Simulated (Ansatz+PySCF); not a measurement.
Values are calculated unless marked as measured or tabulated.
## Ansatz (development build ahead of 0.2.0) run

```yaml
crystal:
  periodic: [false, false, false]
  atoms:
    - { symbol: C, position_ang: [-0.02752, 1.44877, 0.0] }
    - { symbol: C, position_ang: [1.19304, 0.72826, 0.0] }
    - { symbol: C, position_ang: [1.18415, -0.68367, 0.0] }
    - { symbol: C, position_ang: [-0.03417, -1.39734, 0.0] }
    - { symbol: C, position_ang: [-1.26843, -0.70055, 0.0] }
    - { symbol: C, position_ang: [-1.2041, 0.69519, 0.0] }
    - { symbol: H, position_ang: [-0.03735, 2.54466, 0.0] }
    - { symbol: H, position_ang: [2.1286, 1.26201, 0.0] }
    - { symbol: H, position_ang: [2.13357, -1.23182, 0.0] }
    - { symbol: H, position_ang: [-0.02863, -2.47443, 0.0] }
    - { symbol: H, position_ang: [-2.22241, -1.23999, 0.0] }
basis:
  gaussian: { orbitals: cc-pVTZ }
magnetization:
  initial_magnetization: 1
hamiltonian:
  xc: hf
correlation:
  method: mp2
  frozen_orbitals: { C: 1, H: 0 }
output:
  forces: true
```

The input is written out in the form of the current development build from the run's settings. Correlation on restricted open-shell orbitals is semicanonical, with singles.

The run gave:

```yaml
Converged: yes
Reference_energy: -230.11991 hartree
Correlation_energy: -0.91820 hartree
Total_energy: -231.03811 hartree
Spin_squared_of_the_determinant: 0.750
Stability_test: minimum among restricted orbitals
Occupied_orbitals_by_symmetry_in_an_Abelian_subgroup_alpha;_beta: 11 A1 1 A2 2 B1 7 B2; 10 A1 1 A2 2 B1 7 B2
```

Forces (eV/Å):
| atom | Fx | Fy | Fz |
| --- | --- | --- | --- |
| C1 | -0.188 | -0.393 | 0.000 |
| C2 | -0.789 | -0.526 | 0.000 |
| C3 | -0.292 | 0.169 | 0.000 |
| C4 | 0.061 | 0.946 | 0.000 |
| C5 | 0.246 | 0.359 | 0.000 |
| C6 | 0.834 | -0.482 | 0.000 |
| H7 | -0.003 | -0.537 | 0.000 |
| H8 | 0.135 | 0.089 | 0.000 |
| H9 | -0.458 | 0.264 | 0.000 |
| H10 | -0.010 | -0.161 | 0.000 |
| H11 | 0.464 | 0.271 | 0.000 |

Caution: forces differ strongly between restricted and unrestricted references.
